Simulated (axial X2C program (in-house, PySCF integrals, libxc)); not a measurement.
# BH: bond curves with and without spin–orbit coupling, part 2 of 2

Computed with an in-house X2C program for linear molecules on PySCF integrals; all-electron X2C, B dyall-v4z, H dyall-v4z. Earlier steps stand in the parts before.

## 11. PBE0, 2c

State followed: Ω = 0 (closed shell). The scan is laid around 1.240 Å, a first estimate of the minimum, and this SCF restarts from the orbitals of the search.

Output at 1.240 Å:

```text
two-component X2C + atomic mean field  PBE0
basis functions 100  fitting functions 537  grid points 4346
iter        total energy     max residual
   1        -25.255672767     6.50e-06
   2        -25.255672768     3.43e-06
converged
one-electron -37.21777350  Coulomb 14.07164680  exact exchange -1.03024905  xc functional -3.21231000  nuclear repulsion 2.13377908  atomic mean-field constant -0.00076609
```

Along the bond, energies from the lowest point:

```tsv
R (Å)	E (eV)	μ (D)	HOMO (eV)	LUMO (eV)	iterations
1.079	0.3173	2.01	-6.53	-2.31	8
1.128	0.1386	1.89	-6.57	-2.33	8
1.166	0.0575	1.78	-6.61	-2.34	8
1.203	0.0134	1.68	-6.65	-2.35	8
1.240	0.0000	1.56	-6.69	-2.36	2
1.283	0.0163	1.43	-6.73	-2.38	8
1.327	0.0604	1.29	-6.78	-2.41	8
1.383	0.1490	1.10	-6.83	-2.44	8
1.451	0.2931	0.86	-6.88	-2.48	8
1.550	0.5488	0.51	-6.94	-2.55	8
1.686	0.9459	0.03	-6.98	-2.66	8
1.860	1.4706	-0.58	-6.94	-2.82	8
```

Dipoles are positive if H is the positive end.

Outer spinors at the reference distance:

```csv
ω,occupied,ε (eV),atomic character,λ mixture
1/2,yes,-13.54,"44% H s, 41% B s, 9% B p",100% σ
1/2,yes,-6.69,"56% B p, 30% B s, 8% H s",100% σ
1/2,no,-2.36,"89% B p, 8% H p, 2% H d",100% π
3/2,no,-2.36,"89% B p, 8% H p, 2% H d",100% π
1/2,no,1.14,"54% H s, 25% B s, 11% H p",100% σ
1/2,no,1.81,"88% B p, 5% B s, 4% H s",100% σ
```

PBE0 fields in the half plane through the axis: z from -2.4 to 3.6 Å across, distance from the axis 0.15 to 2.25 Å upwards; B lies at z = 0 and H at z = 1.240 Å; the ELF is damped to zero where the density is low.

log10 density (e/bohr³). Ten even steps from ' ' (-5.63 ) to '@' (0.66 ):
```
..::::--------------::::::::::......      
::::------========----------::::::....    
::----====================------::::....  
----======++++++++++++========----::::....
----==++++++******++++++++++++====--::::..
--====++++******************++++==----::..
--==++++****##############****++====--::..
--==++++**####%%@@%%####%%##**++++==--::::
```

ELF. Ten even steps from '0' (0.00 ) to '9' (1.00 ):
```
000001100000000000000
000256641000000000000
003799972000000000000
038999984101356410000
179999995226899851000
399999994379999983000
599999940199999996000
699999919199999997100
```

Re = 1.240 Å, ωe = 2328 cm⁻¹, ωexe = 44.4 cm⁻¹, Be = 11.88 cm⁻¹, De = 3.49 eV, μ = 1.57 D.

## 12. HF, 2c

The SCF at the reference distance of 1.240 Å:

```text
two-component X2C + atomic mean field  HF
basis functions 100  fitting functions 537  grid points 4346
iter        total energy     max residual
   1        -25.134109915     3.97e-02
   2        -25.137303860     3.70e-03
   3        -25.137435433     9.88e-04
   4        -25.137444996     2.13e-04
   5        -25.137445385     2.10e-05
   6        -25.137445398     3.89e-06
   7        -25.137445398     5.58e-07
converged
one-electron -37.17360510  Coulomb 14.03533920  exact exchange -4.13219248  xc functional 0.00000000  nuclear repulsion 2.13377908  atomic mean-field constant -0.00076609
```

Re = 1.220 Å, ωe = 2488 cm⁻¹, ωexe = 43.2 cm⁻¹, Be = 12.27 cm⁻¹, De = 2.68 eV, μ = 1.78 D.

## 13. TPSSh, 2c

The SCF at the reference distance of 1.240 Å:

```text
two-component X2C + atomic mean field  TPSSh
basis functions 100  fitting functions 537  grid points 4346
iter        total energy     max residual
   1        -25.306629156     1.74e-02
   2        -25.307132400     9.01e-04
   3        -25.307136210     1.58e-04
   4        -25.307136366     2.61e-05
   5        -25.307136370     4.32e-06
   6        -25.307136370     7.40e-07
converged
one-electron -37.22869510  Coulomb 14.09274983  exact exchange -0.41321449  xc functional -3.89098960  nuclear repulsion 2.13377908  atomic mean-field constant -0.00076609
```

Re = 1.233 Å, ωe = 2365 cm⁻¹, ωexe = 48 cm⁻¹, Be = 12 cm⁻¹, De = 3.65 eV, μ = 1.59 D.

## 14. PBE, 2c

The SCF at the reference distance of 1.240 Å:

```text
two-component X2C + atomic mean field  PBE
basis functions 100  fitting functions 537  grid points 4346
iter        total energy     max residual
   1        -25.247287224     1.52e-02
   2        -25.247761992     7.29e-04
   3        -25.247764594     1.62e-04
   4        -25.247764769     2.09e-05
   5        -25.247764772     4.95e-06
   6        -25.247764772     1.92e-06
converged
one-electron -37.21760622  Coulomb 14.06739463  exact exchange 0.00000000  xc functional -4.23056617  nuclear repulsion 2.13377908  atomic mean-field constant -0.00076609
```

Re = 1.251 Å, ωe = 2243 cm⁻¹, ωexe = 45.9 cm⁻¹, Be = 11.67 cm⁻¹, De = 3.52 eV, μ = 1.48 D.

## 15. r2SCAN, 2c

Output at 1.240 Å:

```text
two-component X2C + atomic mean field  r2SCAN
basis functions 100  fitting functions 537  grid points 4346
iter        total energy     max residual
   1        -25.270817071     1.41e-02
   2        -25.271211361     1.56e-03
   3        -25.271217567     9.03e-04
   4        -25.271222211     1.21e-04
   5        -25.271222289     6.44e-06
   6        -25.271222290     1.10e-06
converged
one-electron -37.20896430  Coulomb 14.06642643  exact exchange 0.00000000  xc functional -4.26169741  nuclear repulsion 2.13377908  atomic mean-field constant -0.00076609
```

Re = 1.241 Å, ωe = 2302 cm⁻¹, ωexe = 46.2 cm⁻¹, Be = 11.86 cm⁻¹, De = 3.45 eV, μ = 1.57 D.

## 16. Correlated methods, 2c

Correlated methods: 4 electrons correlated (frozen shells, counted by type: B 1 s; H none), 190 virtual spinors in MP2, 74 natural virtuals in coupled cluster.

Output of the correlated part at 1.240 Å:

```text
correlated 4  virtual 190  natural virtual 74  E(MP2) -0.078639135  MP2 remainder -0.002890482
iter   CCSD correlation   residual
   1     -0.090422194   1.19e-01
   2     -0.099198038   6.06e-02
   3     -0.099926448   1.78e-02
   4     -0.100030781   4.44e-03
   5     -0.099987010   1.61e-03
   6     -0.099993520   5.55e-04
   7     -0.099997517   1.14e-04
   8     -0.099995806   2.27e-05
   9     -0.099995840   6.00e-06
  10     -0.099995900   1.84e-06
  11     -0.099995923   6.66e-07
  12     -0.099995916   5.02e-07
(T) -0.001993787  T1 0.0180  D1 0.0241  max T2 0.125
```

MP2: Re = 1.225 Å, ωe = 2434 cm⁻¹, Be = 12.17 cm⁻¹, De = 3.52 eV.

CCSD: Re = 1.233 Å, ωe = 2369 cm⁻¹, ωexe = 46.7 cm⁻¹, Be = 12.02 cm⁻¹, De = 3.64 eV. T1 at Re = 0.013 (Lee–Taylor, the printed value over √2).

CCSD(T): Re = 1.234 Å, ωe = 2359 cm⁻¹, ωexe = 47.4 cm⁻¹, Be = 11.99 cm⁻¹, De = 3.66 eV. T1 at Re = 0.013 (Lee–Taylor, the printed value over √2).

## 17. A higher determinant, 2c

State: Ω = 2 (excess of +ω over −ω: ω = 1/2, ω = 3/2).

Output at the reference distance:

```text
two-component X2C + atomic mean field  PBE0
basis functions 100  fitting functions 537  grid points 4346
iter        total energy     max residual
   1        -25.218997826     1.23e-05
   2        -25.218997827     7.57e-06
converged
one-electron -37.19064694  Coulomb 14.09549699  exact exchange -1.03874465  xc functional -3.21811621  nuclear repulsion 2.13377908  atomic mean-field constant -0.00076609
```

```tsv
R (Å)	E above the lowest PBE0 point (eV)
1.079	1.161
1.128	1.029
1.166	0.983
1.203	0.975
1.240	0.998
1.283	1.057
1.327	1.142
1.383	1.283
1.451	1.486
```

Re = 1.193 Å, ωe = 2633 cm⁻¹, ωexe = 49.8 cm⁻¹, Be = 12.83 cm⁻¹, μ = 0.21 D. Te = 0.97 eV. As a difference of two determinants it need not be a gap between pure terms.

State: Ω = 1 (excess of +ω over −ω: 2 × ω = 1/2).

Output at the reference distance:

```text
two-component X2C + atomic mean field  PBE0
basis functions 100  fitting functions 537  grid points 4346
iter        total energy     max residual
   1        -25.193475709     1.13e-05
   2        -25.193475710     4.69e-06
converged
one-electron -37.14570866  Coulomb 14.03991613  exact exchange -1.02616949  xc functional -3.19452667  nuclear repulsion 2.13377908  atomic mean-field constant -0.00076609
```

```tsv
R (Å)	E above the lowest PBE0 point (eV)
1.079	1.901
1.128	1.756
1.166	1.700
1.203	1.681
1.240	1.692
1.283	1.736
1.327	1.805
1.383	1.921
1.451	2.089
```

Re = 1.206 Å, ωe = 2501 cm⁻¹, ωexe = 62.6 cm⁻¹, Be = 12.55 cm⁻¹, μ = 0.46 D. Te = 1.68 eV. As a difference of two determinants it need not be a gap between pure terms.

## 18. The 2c curves together

Energy (eV) of the followed determinant, 2c, from each level's lowest point:

```tsv
R (Å)	PBE0	HF	MP2	CCSD	CCSD(T)	TPSSh	PBE	r2SCAN
1.079	0.317	0.265	0.276	n/a	n/a	0.299	0.344	0.316
1.128	0.139	0.100	0.109	0.124	0.126	0.126	0.158	0.138
1.166	0.057	0.031	0.037	0.048	0.049	0.049	0.071	0.058
1.203	0.013	0.000	0.003	0.008	0.009	0.009	0.020	0.014
1.240	0.000	0.001	0.000	0.000	0.000	0.000	0.000	0.000
1.283	0.016	0.035	0.029	0.022	0.021	0.021	0.008	0.015
1.327	0.060	0.098	0.086	0.072	0.070	0.070	0.042	0.058
1.383	0.149	0.211	0.191	0.167	0.163	0.165	0.118	0.144
1.451	0.293	0.387	0.356	n/a	n/a	0.315	0.246	0.283
1.550	0.549	0.691	0.642	n/a	n/a	0.576	0.477	0.530
1.686	0.946	1.153	1.077	n/a	n/a	0.976	0.839	0.912
1.860	1.471	1.757	1.644	n/a	n/a	1.496	1.317	1.415
```

Time for the job: 48 s (2 threads of Intel Xeon Platinum 8259CL at 2.50GHz (Skylake/Cascade Lake), shared host); peak memory 0.27 GiB.

## 19. Constants

What follows sums up all 2 parts.

Lowest determinant that the search found at its distance, spin-free: M_S = 0, Λ = 0 (closed shell).

Lowest determinant that the search found at its distance, 2c: Ω = 0 (closed shell).

```
Hamiltonian    level  Re (Å)  ωe (cm⁻¹)  De (eV)  μ (D)
  spin-free     PBE0   1.240       2328     3.49   1.57
  spin-free       HF   1.220       2488     2.68   1.78
  spin-free      MP2   1.225       2434     3.52    n/a
  spin-free     CCSD   1.233       2369     3.64    n/a
  spin-free  CCSD(T)   1.234       2360     3.66    n/a
  spin-free    TPSSh   1.233       2365     3.65   1.59
  spin-free      PBE   1.251       2243     3.52   1.48
  spin-free   r2SCAN   1.241       2302     3.45   1.57
         2c     PBE0   1.240       2328     3.49   1.57
         2c       HF   1.220       2488     2.68   1.78
         2c      MP2   1.225       2434     3.52    n/a
         2c     CCSD   1.233       2369     3.64    n/a
         2c  CCSD(T)   1.234       2359     3.66    n/a
         2c    TPSSh   1.233       2365     3.65   1.59
         2c      PBE   1.251       2243     3.52   1.48
         2c   r2SCAN   1.241       2302     3.45   1.57
```

Dipoles are positive if H is the positive end.

Measured (Huber and Herzberg, Constants of Diatomic Molecules, 1979): Re = 1.2324 Å, ωe = 2366.9 cm⁻¹.

Differences from the measured constants (2c results):

```tsv
level	Re (mÅ)	ωe (%)
PBE0	+7	-1.7
HF	-12	+5.1
MP2	-7	+2.8
CCSD	0	+0.1
CCSD(T)	+1	-0.3
TPSSh	+1	-0.1
PBE	+18	-5.2
r2SCAN	+8	-2.7
```

Time per point (s) on 2 threads of Intel Xeon Platinum 8259CL at 2.50GHz (Skylake/Cascade Lake), shared host (2c runs; CCSD comes with the CCSD(T) run); the times are rough: PBE0 0.16, HF 0.062, MP2 0.088, CCSD(T) 0.7, TPSSh 0.29, PBE 0.17, r2SCAN 0.28.

The cheapest levels within 10 mÅ and 2.5 % of the measured constants: TPSSh (0.29 s), PBE0 (0.16 s). The dearest run takes 0.7 s.

Judged by the measured constants: best bond length CCSD (0 mÅ), worst PBE (+18 mÅ); best wavenumber CCSD and TPSSh (0.1 % off), worst PBE (-5.2 %). Hartree–Fock makes the bond too short and too stiff against this reference, as it mostly does. PBE gives a bond that is too long and too soft, as GGAs tend to. At CCSD(T), going from spin-free to two-component changes Re by 0 mÅ, ωe by 0.0 %, which is small (part of it comes from the scalar share of the two-electron terms). De moves by 0.00 eV; both De rest on single-determinant atoms, which can miss part of an open shell's spin–orbit lowering.

De refers to B + H, each in the lowest determinant found, which need not be this curve's own limit. The state is a single determinant with fixed occupations, the lowest that a limited PBE0 search found. The closed shell is kept restricted; where the fragments are open shells, the energy then runs too high at long range. Dissociation energies refer to the lowest single-determinant-based atoms at the same level and basis. Coupled cluster ran in a truncated set of natural virtual spinors; the MP2 energy of the rest was added. The meta-GGAs lack a current-density term, which matters for open shells with orbital currents, atoms included.
